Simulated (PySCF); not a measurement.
Below is a simulated gas-phase C 1s photoelectron spectrum of `C/C=C(/F)C#N`.

Every computed line was given a Gaussian of 0.4 eV full width at half maximum and an area set by the number of equivalent atoms; the highest printed point is 100. Computed, not measured: PySCF, delta-SCF UKS SCAN, pcX-2 on the ionised atom, pcseg-1 elsewhere, spin-free X2C.

binding energy (eV), intensity and a bar:
```
    291.0          0 
    291.1          2 #
    291.2          9 ###
    291.3         25 ########
    291.4         52 ################
    291.5         82 ########################
    291.6        100 ##############################
    291.7         98 #############################
    291.8         77 #######################
    291.9         47 ##############
    292.0         22 #######
    292.1          8 ##
    292.2          3 #
    292.3          6 ##
    292.4         17 #####
    292.5         37 ###########
    292.6         56 #################
    292.7         61 ##################
    292.8         46 ##############
    292.9         25 ########
    293.0         10 ###
    293.1          3 #
    293.2          0 
    293.3          0 
    293.4          0 
    293.5          0 
    293.6          0 
    293.7          1 
    293.8          5 #
    293.9         15 #####
    294.0         34 ##########
    294.1         54 ################
    294.2         61 ##################
    294.3         49 ###############
    294.4         27 ########
    294.5         11 ###
    294.6          3 #
    294.7          1
```

**Question.** Count the maxima, the lines and the sites behind this envelope.

**Answer.** The curve has 3 maxima (at 291.6, 292.7 and 294.2 eV). Under it lie 4 lines from 4 inequivalent carbon sites. At this width some lines have no maximum of their own.

**Question.** Decompose the envelope and assign each component. Numbering: `[CH3:1]/[CH:2]=[C:3](/[F:4])[C:5]#[N:6]`.

**Answer.** 
```json
{"position (eV)": "291.54", "relative area": "1", "line": "C 1s", "atoms": "C2", "environment": "alkene CH carbon"}
{"position (eV)": "291.75", "relative area": "1", "line": "C 1s", "atoms": "C1", "environment": "allylic carbon"}
{"position (eV)": "292.67", "relative area": "1", "line": "C 1s", "atoms": "C5", "environment": "nitrile carbon"}
{"position (eV)": "294.18", "relative area": "1", "line": "C 1s", "atoms": "C3", "environment": "vinylic C–F carbon"}
```

**Question.** What are the centre and the root-mean-square width of the whole band?

**Answer.** The area-weighted mean of the lines is 292.54 eV. Their own spread about it is 1.04 eV (rms) and each Gaussian has σ = 0.4/2.355 = 0.17 eV; the variances add, which gives 1.06 eV.

The listed C 1s values span 2.64 eV, from C2 (bonded to C (double bond), C and H) to C3 (bonded to F, C (double bond) and C). The widest gap between neighbouring values is 1.51 eV, between 292.67 and 294.18 eV.

The curve has no shake-up lines and no vibrational structure. Geometry: PBE0-D3(BJ)/def2-SVP; no solvent, vibrations or thermal averaging.
